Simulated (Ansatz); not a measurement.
# AlNH4 (triplet): the correlation ladder at distance Al1–H4 along a hydrogen transfer = 1.586 Å, cc-pVDZ

Aim: climb from Hartree-Fock through coupled cluster and multireference methods for AlNH4 (triplet) at one geometry and basis, and see what each rung misses.

The runs use Ansatz 0.2.0, Gaussian basis; cc-pVDZ, core rule «outside noble gas», up to 6 orbitals frozen.

Plan: UHF; CCSD(T) on ROHF; CCSD(T) on UHF; BCCD(T) on ROHF; CISD; CCSDT(Q) on ROHF; CCSDT(Q) on UHF; CASSCF and MRCISD+Q, 4 electrons in 4 orbitals; CASSCF and NEVPT2, 4 electrons in 4 orbitals.

7 further runs of the same task are left out: 6 that didn't finish, 1 set aside as unsound or not needed.

## Step 1: What is computed

The geometry derives from fragments relaxed apart (PBE0/def2-TZVP) and kept rigid, so it is no stationary point. A hydrogen atom is moved between rigid fragments.

6 atoms, charge 0, spin multiplicity 3.

Atoms are counted from 1 here; the program's logs count them from 0.

Bond lengths: Al1–H2 1.586 Å, Al1–H3 1.586 Å, Al1–H4 1.586 Å, N5–H6 1.040 Å. Angles: H2–Al1–H3 120.0°, H2–Al1–H4 120.0°, H3–Al1–H4 120.0°.

In the tables R marks a restricted open-shell determinant and U an unrestricted one; 'pair' is the active space of 4 electrons in 4 orbitals; energies count from the table's Hartree-Fock row.

## Step 2: UHF

File in.yaml:

```yaml
crystal:
  periodic: [false, false, false]
  atoms:
    - {symbol: Al, position_ang: [-0.996550, 0.022483, 0.000000]}
    - {symbol: H, position_ang: [-1.789474, 1.395868, 0.000000]}
    - {symbol: H, position_ang: [-1.789474, -1.350901, 0.000000]}
    - {symbol: H, position_ang: [0.589297, 0.022483, 0.000000]}
    - {symbol: N, position_ang: [1.973450, 0.022483, 0.000000]}
    - {symbol: H, position_ang: [2.242531, -0.981743, 0.000000]}
basis:
  gaussian: {orbitals: cc-pVDZ}
magnetization: {spin_polarized: true, initial_magnetization: 2}
hamiltonian: {xc: hf}
output: {orbitals: {seedname: orbitals}}
```

Started as:

```console
ansatz run in.yaml --threads 1 --pin off --events-out ev --progress --plain --max-ram 2393MiB
```

Log:

```text
Functional definition: HF
  name "HF"
  cite "Fock, Z. Phys. 61, 126 (1930) doi:10.1007/BF01340294"
  parent pbe
  exchange = exact_x
  correlation = 0
490 factors; integrals over basis functions are off by at most 1.3e-3 eV
mean field evaluation 1: about -8122.3338 eV, gradient 1.2e1 eV
mean field evaluation 2: about -8122.3681 eV, gradient 1.3e1 eV
mean field evaluation 4: about -8123.8227 eV, gradient 2.4e0 eV
mean field evaluation 8: about -8123.9488 eV, gradient 1.7e-1 eV
mean field evaluation 16: about -8111.9484 eV, gradient 2.9e1 eV
mean field evaluation 32: about -8123.9500 eV, gradient 1.7e-5 eV
mean field -8123.95002229 eV, -298.5496567081 hartree, gradient 1.7e-5 eV, S^2 2.035460; 2 other end points of the search recorded, 0 dependent functions left out
reference -8123.95002229 eV, -298.5496567081 hartree; 13, 11 occupied and 39, 41 virtual orbitals, 490 factors
Total energy: -8123.95002229 eV, -298.5496567081 hartree
```

It took 0.51 s on 1 thread of Arm Neoverse V2, shared host.

From the report: ⟨S²⟩ of the determinant 2.035 (pure triplet: 2.00).

## Step 3: CCSD(T) on ROHF

Edit in.yaml of step 2 so:

```diff
@@ -11,4 +11,4 @@
   gaussian: {orbitals: cc-pVDZ}
-magnetization: {spin_polarized: true, initial_magnetization: 2}
-hamiltonian: {xc: hf}
-output: {orbitals: {seedname: orbitals}}
+magnetization: {spin_polarized: false, initial_magnetization: 2}
+correlation: {method: ccsd_t, electrons: outside_noble_gas}
+output: {forces: true}
```

Launched as before.

Log (excerpt; [...] marks lines left out):

```text
Functional definition: HF
  name "HF"
  cite "Fock, Z. Phys. 61, 126 (1930) doi:10.1007/BF01340294"
  parent pbe
[...]
490 factors; integrals over basis functions are off by at most 1.3e-3 eV
[...]
mean field -8123.63608213 eV, -298.5381196198 hartree, gradient 2.4e-6 eV, S^2 2.000000; 5 other end points of the search recorded, 0 dependent functions left out
[...]
determinant -8123.63608213 eV, -298.5381196198 hartree, with singles and doubles -8130.56383967 eV, -298.7927100138 hartree
determinant -8120.76512748 eV, -298.4326139825 hartree, with singles and doubles -8128.25027257 eV, -298.7076879911 hartree
determinant -8120.50631128 eV, -298.4231026626 hartree, with singles and doubles -8127.58298941 eV, -298.6831657870 hartree
[...]
second order -5.59499876 eV of doubles, -0.17309263 eV of singles
cycle   1  -6.92772795 eV  change    3.0e-5 eV  update   1.1e-3
[...]
cycle   9  -6.92844306 eV  change    1.8e-6 eV  update   1.5e-6
perturbative correction -0.13226047 eV, -0.0048604826 hartree
[...]
Total energy: -8130.69678565 eV, -298.7975956885 hartree
Atom 0 at    -0.996550     0.022483     0.000000 Å, force    -1.659701    -0.059340     0.000000 eV/Å
Atom 1 at    -1.789474     1.395868     0.000000 Å, force    -0.094868     0.102456    -0.000000 eV/Å
Atom 2 at    -1.789474    -1.350901     0.000000 Å, force    -0.135686    -0.113293    -0.000000 eV/Å
Atom 3 at     0.589297     0.022483     0.000000 Å, force     0.965419    -0.203716     0.000000 eV/Å
Atom 4 at     1.973450     0.022483     0.000000 Å, force     1.197870     0.901010     0.000000 eV/Å
Atom 5 at     2.242531    -0.981743     0.000000 Å, force    -0.273035    -0.627117     0.000000 eV/Å
Dipole moment:     0.015113    -0.250732    -0.000000 e Å
```

It took 7 s on 1 thread of Arm Neoverse V2, shared host.

From the report: correlation -7.0607 eV; T1 0.029; largest double amplitude 0.03.

## Step 4: CCSD(T) on UHF

Edit in.yaml of step 3 so:

```diff
@@ -11,3 +11,3 @@
   gaussian: {orbitals: cc-pVDZ}
-magnetization: {spin_polarized: false, initial_magnetization: 2}
+magnetization: {spin_polarized: true, initial_magnetization: 2}
 correlation: {method: ccsd_t, electrons: outside_noble_gas}
```

The command is unchanged.

Log (excerpt; [...] marks lines left out):

```text
Functional definition: HF
  name "HF"
  cite "Fock, Z. Phys. 61, 126 (1930) doi:10.1007/BF01340294"
  parent pbe
[...]
490 factors; integrals over basis functions are off by at most 1.3e-3 eV
[...]
mean field -8123.95002229 eV, -298.5496567081 hartree, gradient 4.0e-6 eV, S^2 2.035460; 4 other end points of the search recorded, 0 dependent functions left out
determinant -8123.95002229 eV, -298.5496567081 hartree, with singles and doubles -8130.56937114 eV, -298.7929132916 hartree
determinant -8121.17172754 eV, -298.4475562590 hartree, with singles and doubles -8128.21953121 eV, -298.7065582671 hartree
determinant -8120.80914607 eV, -298.4342316358 hartree, with singles and doubles -8127.58883856 eV, -298.6833807393 hartree
[...]
second order -5.43758104 eV of doubles, -0.00000000 eV of singles
cycle   1  -6.61943197 eV  change   -8.3e-5 eV  update   1.1e-3
[...]
cycle   9  -6.62028782 eV  change    4.4e-6 eV  update   1.4e-6
perturbative correction -0.12666179 eV, -0.0046547348 hartree
[...]
Total energy: -8130.69697190 eV, -298.7976025330 hartree
Atom 0 at    -0.996550     0.022483     0.000000 Å, force    -1.658802    -0.059399    -0.000000 eV/Å
Atom 1 at    -1.789474     1.395868     0.000000 Å, force    -0.094914     0.102189    -0.000000 eV/Å
Atom 2 at    -1.789474    -1.350901     0.000000 Å, force    -0.135721    -0.113000     0.000000 eV/Å
Atom 3 at     0.589297     0.022483     0.000000 Å, force     0.961747    -0.203477    -0.000000 eV/Å
Atom 4 at     1.973450     0.022483     0.000000 Å, force     1.200965     0.899030     0.000000 eV/Å
Atom 5 at     2.242531    -0.981743     0.000000 Å, force    -0.273275    -0.625342    -0.000000 eV/Å
Dipole moment:     0.015340    -0.250745    -0.000000 e Å
```

It took 6.5 s on 1 thread of Arm Neoverse V2, shared host.

From the report: ⟨S²⟩ of the determinant 2.035 (pure triplet: 2.00); correlation -6.7469 eV; T1 0.019; largest double amplitude 0.03.

## Step 5: BCCD(T) on ROHF

Edit in.yaml of step 4 so:

```diff
@@ -11,4 +11,3 @@
   gaussian: {orbitals: cc-pVDZ}
-magnetization: {spin_polarized: true, initial_magnetization: 2}
-correlation: {method: ccsd_t, electrons: outside_noble_gas}
-output: {forces: true}
+magnetization: {spin_polarized: false, initial_magnetization: 2}
+correlation: {method: bccd_t, electrons: outside_noble_gas}
```

Launched as before.

Log (excerpt; [...] marks lines left out):

```text
Functional definition: HF
  name "HF"
  cite "Fock, Z. Phys. 61, 126 (1930) doi:10.1007/BF01340294"
  parent pbe
[...]
490 factors; integrals over basis functions are off by at most 1.3e-3 eV
[...]
mean field -8123.63608213 eV, -298.5381196198 hartree, gradient 2.4e-6 eV, S^2 2.000000; 5 other end points of the search recorded, 0 dependent functions left out
[...]
determinant -8123.63608213 eV, -298.5381196198 hartree, with singles and doubles -8130.56383967 eV, -298.7927100138 hartree
determinant -8120.76512748 eV, -298.4326139825 hartree, with singles and doubles -8128.25027257 eV, -298.7076879911 hartree
determinant -8120.50631128 eV, -298.4231026626 hartree, with singles and doubles -8127.58298941 eV, -298.6831657870 hartree
6 core orbitals not correlated: weight in the atoms' cores, before any rotation towards them, 1.000 or more for the frozen orbitals, at most 0.000 for the correlated occupied ones
reference -8123.63608213 eV, -298.5381196198 hartree; 7, 5 occupied and 39, 41 virtual orbitals, 490 factors
second order -5.59499876 eV of doubles, -0.17309263 eV of singles
cycle   1  -6.92813961 eV  change   -3.8e-4 eV  update   7.0e-3
[...]
cycle  10  -6.92374034 eV  change    3.2e-6 eV  update   4.5e-6
perturbative correction -0.13729641 eV, -0.0050455502 hartree
Total energy: -8130.69711888 eV, -298.7976079343 hartree
```

It took 3.6 s on 1 thread of Arm Neoverse V2, shared host.

From the report: correlation -7.0610 eV; largest double amplitude 0.03.

## Step 6: CISD

Edit in.yaml of step 5 so:

```diff
@@ -12,2 +12,2 @@
 magnetization: {spin_polarized: false, initial_magnetization: 2}
-correlation: {method: bccd_t, electrons: outside_noble_gas}
+correlation: {active_space: {ras: {orbitals: [5, 2, 39], electrons: 12, max_holes: 2, max_particles: 2}, fixed_orbitals: true}}
```

The command is unchanged.

Log:

```text
Functional definition: HF
  name "HF"
  cite "Fock, Z. Phys. 61, 126 (1930) doi:10.1007/BF01340294"
  parent pbe
  exchange = exact_x
  correlation = 0
490 factors; integrals over basis functions are off by at most 1.3e-3 eV
mean field evaluation 1: about -8122.0748 eV, gradient 1.5e1 eV
mean field evaluation 2: about -8122.1057 eV, gradient 1.5e1 eV
mean field evaluation 4: about -8123.4929 eV, gradient 2.7e0 eV
mean field evaluation 8: about -8123.6327 eV, gradient 4.2e-1 eV
mean field evaluation 16: about -8123.6361 eV, gradient 2.4e-6 eV
mean field evaluation 32: about -8123.6344 eV, gradient 9.2e-1 eV
mean field -8123.63608213 eV, -298.5381196198 hartree, gradient 2.4e-6 eV, S^2 2.000000; 4 other end points of the search recorded, 0 dependent functions left out
reference -8123.63608213 eV, -298.5381196198 hartree; 13, 11 occupied and 39, 41 virtual orbitals, 490 factors
state -8130.02193777 eV, -298.7727954864 hartree
Total energy: -8130.02193777 eV, -298.7727954864 hartree
```

Wall time 4.8 s (1 thread of Arm Neoverse V2, shared host).

From the report: 172,556 determinants.

## Step 7: CCSDT(Q) on ROHF

Edit in.yaml of step 6 so:

```diff
@@ -12,2 +12,2 @@
 magnetization: {spin_polarized: false, initial_magnetization: 2}
-correlation: {active_space: {ras: {orbitals: [5, 2, 39], electrons: 12, max_holes: 2, max_particles: 2}, fixed_orbitals: true}}
+correlation: {method: ccsdt_q, electrons: outside_noble_gas}
```

Same command.

Log (excerpt; [...] marks lines left out):

```text
Functional definition: HF
  name "HF"
  cite "Fock, Z. Phys. 61, 126 (1930) doi:10.1007/BF01340294"
  parent pbe
[...]
964 factors; integrals over basis functions are off by at most 2.1e-7 eV
[...]
mean field -8123.63614329 eV, -298.5381218676 hartree, gradient 2.4e-6 eV, S^2 2.000000; 5 other end points of the search recorded, 0 dependent functions left out
[...]
determinant -8123.63614329 eV, -298.5381218676 hartree, with singles and doubles -8130.56389211 eV, -298.7927119409 hartree
determinant -8120.76521095 eV, -298.4326170499 hartree, with singles and doubles -8128.25034775 eV, -298.7076907537 hartree
determinant -8120.50637379 eV, -298.4231049600 hartree, with singles and doubles -8127.58304659 eV, -298.6831678886 hartree
6 core orbitals not correlated: weight in the atoms' cores, before any rotation towards them, 1.000 or more for the frozen orbitals, at most 0.000 for the correlated occupied ones
reference -8123.63614329 eV, -298.5381218676 hartree; 7, 5 occupied and 39, 41 virtual orbitals, 964 factors
second order -5.59504524 eV of doubles, -0.17309228 eV of singles
cycle   1  -6.57084848 eV  change   -8.0e-1 eV  update   7.8e-2
[...]
cycle  18  -7.08789367 eV  change    1.4e-6 eV  update   1.1e-6
perturbative correction -0.00839709 eV, -0.0003085872 hartree
Total energy: -8130.73243405 eV, -298.7989057429 hartree
```

Wall time 54 s (1 thread of Arm Neoverse V2, shared host); peak memory 0.72 GiB.

From the report: correlation -7.0963 eV; T1 0.030; largest double amplitude 0.03.

## Step 8: CCSDT(Q) on UHF

Edit in.yaml of step 7 so:

```diff
@@ -11,3 +11,3 @@
   gaussian: {orbitals: cc-pVDZ}
-magnetization: {spin_polarized: false, initial_magnetization: 2}
+magnetization: {spin_polarized: true, initial_magnetization: 2}
 correlation: {method: ccsdt_q, electrons: outside_noble_gas}
```

Same command.

Log (excerpt; [...] marks lines left out):

```text
Functional definition: HF
  name "HF"
  cite "Fock, Z. Phys. 61, 126 (1930) doi:10.1007/BF01340294"
  parent pbe
[...]
964 factors; integrals over basis functions are off by at most 2.1e-7 eV
[...]
mean field -8123.95008300 eV, -298.5496589390 hartree, gradient 4.0e-6 eV, S^2 2.035460; 3 other end points of the search recorded, 0 dependent functions left out
determinant -8123.95008300 eV, -298.5496589390 hartree, with singles and doubles -8130.56942395 eV, -298.7929152322 hartree
determinant -8121.17181132 eV, -298.4475593381 hartree, with singles and doubles -8128.21960534 eV, -298.7065609911 hartree
determinant -8120.80920951 eV, -298.4342339671 hartree, with singles and doubles -8127.58889597 eV, -298.6833828494 hartree
6 core orbitals not correlated: weight in the atoms' cores, before any rotation towards them, 1.000 or more for the frozen orbitals, at most 0.000 for the correlated occupied ones
reference -8123.95008300 eV, -298.5496589390 hartree; 7, 5 occupied and 39, 41 virtual orbitals, 964 factors
second order -5.43762637 eV of doubles, -0.00000000 eV of singles
cycle   1  -6.25272238 eV  change   -8.2e-1 eV  update   7.5e-2
[...]
cycle  18  -6.77524501 eV  change    1.2e-6 eV  update   1.3e-6
perturbative correction -0.00817842 eV, -0.0003005512 hartree
Total energy: -8130.73350642 eV, -298.7989451520 hartree
```

It took 46 s on 1 thread of Arm Neoverse V2, shared host; peak memory 0.57 GiB.

From the report: ⟨S²⟩ of the determinant 2.035 (pure triplet: 2.00); correlation -6.7834 eV; T1 0.020; largest double amplitude 0.03.

## Step 9: CASSCF and MRCISD+Q, 4 electrons in 4 orbitals

Edit in.yaml of step 8 so:

```diff
@@ -11,3 +11,3 @@
   gaussian: {orbitals: cc-pVDZ}
-magnetization: {spin_polarized: true, initial_magnetization: 2}
-correlation: {method: ccsdt_q, electrons: outside_noble_gas}
+magnetization: {spin_polarized: false, initial_magnetization: 2}
+correlation: {method: fic_mrcisd_q, electrons: outside_noble_gas, active_space: {window: {electrons: 4, orbitals: 4}}}
```

Launched as before.

Log (excerpt; [...] marks lines left out):

```text
Functional definition: HF
  name "HF"
  cite "Fock, Z. Phys. 61, 126 (1930) doi:10.1007/BF01340294"
  parent pbe
[...]
490 factors; integrals over basis functions are off by at most 1.3e-3 eV
[...]
mean field -8123.63608213 eV, -298.5381196198 hartree, gradient 2.4e-6 eV, S^2 2.000000; 4 other end points of the search recorded, 0 dependent functions left out
reference -8123.63608213 eV, -298.5381196198 hartree; 13, 11 occupied and 39, 41 virtual orbitals, 490 factors
state -8124.17271169 eV, -298.5578403925 hartree
contracted CI cycle   1: correlation 0.00000000 eV, 0.0000000000 hartree, residual 2.17e1 eV
contracted CI cycle   2: correlation -5.75609741 eV, -0.2115326783 hartree, residual 3.33e0 eV
contracted CI cycle   3: correlation -5.92071583 eV, -0.2175822937 hartree, residual 8.30e-1 eV
contracted CI cycle   4: correlation -5.93225580 eV, -0.2180063795 hartree, residual 2.30e-1 eV
[...]
contracted CI cycle   6: correlation -6.05908669 eV, -0.2226673289 hartree, residual 3.83e-2 eV
contracted CI cycle   7: correlation -6.05911527 eV, -0.2226683793 hartree, residual 1.22e-2 eV
contracted CI cycle   8: correlation -6.05911809 eV, -0.2226684827 hartree, residual 4.20e-3 eV
contracted CI cycle   9: correlation -6.05911843 eV, -0.2226684953 hartree, residual 1.75e-3 eV
contracted CI cycle  10: correlation -6.05911849 eV, -0.2226684974 hartree, residual 8.33e-4 eV
state -8124.00604744 eV, -298.5517155944 hartree; corrected -8130.66663001 eV, -298.7964874891 hartree
state -8124.00236084 eV, -298.5515801141 hartree; corrected -8130.66912272 eV, -298.7965790945 hartree
the orbitals are reached from a further start. From the first start the search ends at -8124.17270538 eV, -298.5578401605 hartree
WARN: the results are in doubt because another end's mean lies 0.170 eV lower, and its corrected mean 0.001 eV higher
Total energy: -8130.66912272 eV, -298.7965790945 hartree
In doubt: another end's mean lies 0.170 eV lower, and its corrected mean 0.001 eV higher
```

It took 3.3 s on 1 thread of Arm Neoverse V2, shared host.

From the report: 18 determinants; active occupations 1.98, 1.00, 1.00, 0.02. The program marks this result as in doubt; its last lines say why.

## Step 10: CASSCF and NEVPT2, 4 electrons in 4 orbitals

Edit in.yaml of step 9 so:

```diff
@@ -12,2 +12,2 @@
 magnetization: {spin_polarized: false, initial_magnetization: 2}
-correlation: {method: fic_mrcisd_q, electrons: outside_noble_gas, active_space: {window: {electrons: 4, orbitals: 4}}}
+correlation: {method: sc_nevpt2, electrons: outside_noble_gas, active_space: {window: {electrons: 4, orbitals: 4}}}
```

Same command.

Log (excerpt; [...] marks lines left out):

```text
Functional definition: HF
  name "HF"
  cite "Fock, Z. Phys. 61, 126 (1930) doi:10.1007/BF01340294"
  parent pbe
[...]
490 factors; integrals over basis functions are off by at most 1.3e-3 eV
[...]
mean field -8123.63608213 eV, -298.5381196198 hartree, gradient 2.4e-6 eV, S^2 2.000000; 4 other end points of the search recorded, 0 dependent functions left out
reference -8123.63608213 eV, -298.5381196198 hartree; 13, 11 occupied and 39, 41 virtual orbitals, 490 factors
state -8124.17271169 eV, -298.5578403925 hartree
state -8124.17271169 eV, -298.5578403925 hartree; corrected -8129.45865907 eV, -298.7520953758 hartree
state -8124.00236084 eV, -298.5515801141 hartree
state -8124.00236084 eV, -298.5515801141 hartree; corrected -8129.44364177 eV, -298.7515435003 hartree
state -8124.17271169 eV, -298.5578403925 hartree; corrected -8129.45865907 eV, -298.7520953758 hartree
state -8124.00604744 eV, -298.5517155944 hartree
state -8124.00604744 eV, -298.5517155944 hartree; corrected -8129.44611447 eV, -298.7516343703 hartree
state -8124.17271169 eV, -298.5578403925 hartree; corrected -8129.45865907 eV, -298.7520953758 hartree
Total energy: -8129.45865907 eV, -298.7520953758 hartree
```

It took 2.4 s on 1 thread of Arm Neoverse V2, shared host.

From the report: 18 determinants; active occupations 1.97, 1.00, 1.00, 0.03.

## Step 11: The ladder

The yardstick is UCCSDT(Q), where the cluster series has nearly closed. Rows without a time come out of other runs: HF, MP2 and CCSD of CCSD(T), CCSDT of CCSDT(Q), CASSCF and MRCISD of the multireference runs. The times of RCCSD(T), UCCSD(T) include forces.

| method | energy from the lowest RHF (kJ/mol) | from UCCSDT(Q) (kJ/mol) | time |
| --- | --- | --- | --- |
| RHF | 0.0 | +684.8 |  |
| UHF | -30.3 | +654.5 |  |
| RMP2 | -556.5 | +128.3 |  |
| UMP2 | -554.9 | +129.9 |  |
| CISD | -616.1 | +68.7 | 4.8 s |
| RCCSD | -668.5 | +16.3 |  |
| UCCSD | -669.1 | +15.7 |  |
| RCCSD(T) | -681.3 | +3.5 | 7 s |
| UCCSD(T) | -681.3 | +3.5 | 6.5 s |
| BCCD(T) | -681.3 | +3.5 | 3.6 s |
| RCCSDT | -683.9 | +0.9 |  |
| UCCSDT | -684.0 | +0.8 |  |
| RCCSDT(Q) | -684.7 | +0.1 | 54 s |
| UCCSDT(Q) | -684.8 | 0 | 46 s |
| CASSCF pair | -51.8 | +633.0 |  |
| NEVPT2 pair | -561.8 | +123.0 | 2.4 s |

Among the levels timed on like hardware and quicker than the yardstick, those that no quicker one beats, quickest first: NEVPT2 pair (2.4 s, +123.0 kJ/mol); BCCD(T) (3.6 s, +3.5 kJ/mol).

Not comparable, so not listed: CASSCF and MRCISD+Q, 4 electrons in 4 orbitals (they don't share determinant, frozen orbitals or solution with the rows shown, or repeat one).

## Step 12: What came out

```
                         quantity                                                   value
   UCCSDT(Q) below the RHF energy                                              -7.0974 eV
              RMP2 from UCCSDT(Q)                                           +128.3 kJ/mol
              UMP2 from UCCSDT(Q)                                           +129.9 kJ/mol
             RCCSD from UCCSDT(Q)                                            +16.3 kJ/mol
          RCCSD(T) from UCCSDT(Q)                                             +3.5 kJ/mol
          UCCSD(T) from UCCSDT(Q)                                             +3.5 kJ/mol
         RCCSDT(Q) from UCCSDT(Q)                                             +0.1 kJ/mol
       NEVPT2 pair from UCCSDT(Q)                                           +123.0 kJ/mol
levels within 1 kcal/mol (43 meV)  RCCSD(T), UCCSD(T), BCCD(T), RCCSDT, UCCSDT, RCCSDT(Q)
                    T1 diagnostic                                                   0.029
```

**Reading.** RCCSD(T) misses by +3.5 kJ/mol, 0.5 % of the correlation energy. These misses are within one basis, not against nature; the frozen cores of restricted and unrestricted runs differ, which can shift their rows.

For cost: BCCD(T) gets within 3.5 kJ/mol in 3.6 s, where UCCSDT(Q) took 46 s; the quickest level in the cost chart, NEVPT2 pair, takes 2.4 s and misses by 123.0 kJ/mol.
